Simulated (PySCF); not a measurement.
How good is the calculation?

Mapped SMILES: `[CH3:1][CH:2]([CH3:3])[F:4]`. Each H is labelled by its parent atom.

[PySCF 2.14: σ from GIAO-KT3/pcSseg-2; geometry from PBE0-D3(BJ)/def2-SVP; non-relativistic; rapidly exchanging positions averaged; single conformer; gas phase]

Reference values: measured (G. Saielli, R. Bini, A. Bagno, Computational 19F NMR. 2. Organic compounds, RSC Adv. 2014, ESI (exp. from Berger-Braun-Kalinowski 1994 and Everett 1995)).
```csv
atoms,quantity,reference,computed,"computed, scaled"
F4,δ $^{19}$F vs CFCl3,-165.2,-202.2,-170.8
```

Reference values: measured (solution, not stated per compound (mostly CDCl3 or CCl4); Pretsch, Buehlmann, Badertscher, Structure Determination of Organic Compounds, 4th ed. (2009)).
| atoms | quantity | reference | computed |
| --- | --- | --- | --- |
| C2 | δ $^{13}$C | 87.3 | 90.4 |
| C1/C3 | δ $^{13}$C | 22.6 | 24.5 |
| H(C2) | δ $^{1}$H | 4.84 | 4.81 |
| H(C1)/H(C3) | δ $^{1}$H | 1.34 | 1.20 |

Computed shifts are σ(ref) − σ with the named reference compound (TMS for H and C) calculated as an isolated molecule at the same level. The measured values may be among those fitted. Shieldings were converted by a linear fit to measured shifts: $^{19}$F: δ = 151.54 − 0.923σ (rms 8.9 ppm, 17 shifts vs CFCl3, solution or neat liquid). Occasional misses reach two or three times the rms, and more in compound classes unlike the fitted ones.

Task: How far are the unscaled $^{13}$C shifts from the references?

Result: Mean signed difference +2.50 ppm, mean absolute 2.50 ppm over 2 comparisons; the largest is +3.1 ppm at C2 (sp3 CH bonded to F).

Task: How far are the unscaled $^{1}$H shifts from the references?

Result: Mean signed difference -0.09 ppm, mean absolute 0.09 ppm over 2 comparisons; the largest is -0.14 ppm at H(C1)/H(C3) (hydrogen on a methyl carbon).

5 of the 9 published NMR values on file for this molecule are compared.
